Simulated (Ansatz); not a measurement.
# C2H5O, doublet in cc-pVDZ: errors against UCCSDT(Q)

Geometry: MP2(full)/6-31G*, from the G2/97 set.

```
atom    x (Å)    y (Å)    z (Å)
   C   1.0937  -0.5711   0.0000
   C   0.0890   0.5859   0.0000
   O  -1.1711  -0.0021   0.0000
   H   0.2359   1.2018   0.8965
   H   0.2359   1.2018  -0.8965
   H   2.1083  -0.1669   0.0000
   H   0.9583  -1.1897   0.8881
   H   0.9583  -1.1897  -0.8881
```

Basis cc-pVDZ; Ansatz 0.2.0. Correlated methods freeze the noble-gas cores, which leaves 19 electrons in 64 orbitals. Prefix R: restricted or restricted open-shell reference; prefix U: unrestricted. Active spaces: frontier = (9e, 9o) about the gap.

Full CI isn't at hand for all of this; UCCSDT(Q) serves as the reference, and is uncertain by about the last step of the cluster series. The frozen core follows each run's orbitals, which can shift R against U totals by a few meV.

For open shells CISD is restricted-active-space CI with the open shells as a complete middle space.

- UHF ⟨S²⟩: 0.757
- T1 diagnostic (RCCSD): 0.0171
- largest doubles amplitude (RCCSD): 0.021
- T1 diagnostic (UCCSD): 0.0144

```tsv
level	E − E(RHF) (eV)
UHF	-0.1253
RMP2	-11.7962
UMP2	-11.7929
RCCSD	-13.0063
UCCSD	-13.0085
RCCSD(T)	-13.3223
UCCSD(T)	-13.3226
```

(1) Estimate how far UCCSDT(Q) in cc-pVDZ lies from RCCSD(T). The table doesn't fix it; the size of (T) and the diagnostics are the guide.

(1) UCCSDT(Q) in cc-pVDZ lies 45 meV below RCCSD(T), which is 14 % of the (T) step (-316 meV). The diagnostics are small and the rest is a small part of (T), but (T) is large here. The miss exceeds 1 kcal/mol.

The other levels:

```tsv
level	E − E(UCCSDT(Q)) (meV)	share of correlation (%)	wall time
CISD	1792	86.59	39 s
BCCD(T)	44	99.67	23 s
RCCSDT	21	99.84	–
UCCSDT	21	99.85	–
RCCSDT(Q)	1	99.99	67 s (H100)
```

The correlation energy at UCCSDT(Q), counted from RHF, is -13.367 eV. That run took 63 s on 2 threads of AMD EPYC 7R13 with a shared H100 80 GB, shared host.

Run but not shown, since their state or frozen core can't be matched to the reference's or they repeat it: CASSCF (frontier space), MRCISD (frontier space), MRCISD+Q (frontier space).

Times hold each run's SCF and search for its determinant on a shared host, so for small cases they say little of a method's own cost; rows without a card ran on 1 thread of AMD EPYC 7R13.

Atomization energy (electronic, same basis, no zero-point term; atoms at the same level, unrestricted beside the R rows where the molecule is a closed shell, with restricted open-shell steps beyond CCSDT(Q)) at UCCSDT(Q): 2704.2 kJ/mol. Errors of other levels:

| level | error (kJ/mol) |
| --- | --- |
| RHF | -556.7 |
| UHF | -578.5 |
| RMP2 | 10.0 |
| UMP2 | 7.7 |
| CISD | -156.3 |
| RCCSD | -25.1 |
| UCCSD | -25.6 |
| RCCSD(T) | -1.8 |
| UCCSD(T) | -2.1 |
| BCCD(T) | -1.7 |
| RCCSDT | -1.4 |
| UCCSDT | -1.7 |
| RCCSDT(Q) | 0.2 |

This basis is far from its limit, so the value isn't to be set against a measured one. Truncated CI isn't size-consistent, which counts against it in atomization.
